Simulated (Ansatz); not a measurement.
GaS (P6₃/mmc, No. 194), treated with PBE-D3(BJ) in Ansatz (plane waves, PAW).

Settings: plane-wave cutoff 520 eV, 12×12×4 k mesh (along the axes of the cell as run), Fermi–Dirac smearing 0.01 eV, scalar-relativistic PAW data made under PBE.

Computed at the level's own relaxed cell.

Problem. What does this level give for the lattice constant a and c axis length?

Solution. 
* **lattice constant a**: 3.590 Å
* **c axis length**: 15.451 Å

Computed values are for the static lattice.

Cost on a shared machine: about 2.2 core-minutes (a rough figure).

Ansatz is a first-principles code.
